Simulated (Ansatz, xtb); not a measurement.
# Ranking isomers of C4H8N+

3 gas-phase structures of C4H8N+, from a drawn sample of its isomers (lower ones may exist). Each was relaxed with GFN2-xTB:

A. `CC#[N+]CC`, a singlet
B. `CCC#[N+]C`, a singlet
C. `CC#CC[NH3+]`, a singlet

Q: Make a reasoned guess at their ranking by r2SCAN-D4/def2-SVP single-point energy.

A: Calculated order at r2SCAN-D4/def2-SVP: A (0.0), B (2.2), C (20.4) kcal/mol.

Energies above the lowest of each column, in kcal/mol; the last columns are at B3LYP/def2-SVP geometries:

```csv
structure,GFN2-xTB,HF/STO-3G,r2SCAN-D4/def2-SVP,B3LYP/def2-SVP,CCSD(T)/def2-SVP + ΔMP2/def2-TZVPP
A,0.0,0.0,0.0,0.0,0.0
B,2.1,2.3,2.2,2.0,2.1
C,30.0,21.4,20.4,21.4,19.0
```

Every level run on A puts it lowest or level with the lowest. A keeps a small imaginary mode. C keeps a small imaginary mode. ΔMP2 is the change of the MP2 energy from the smaller to the larger basis.

Programs: Ansatz 0.2.0, xtb 6.7.1.
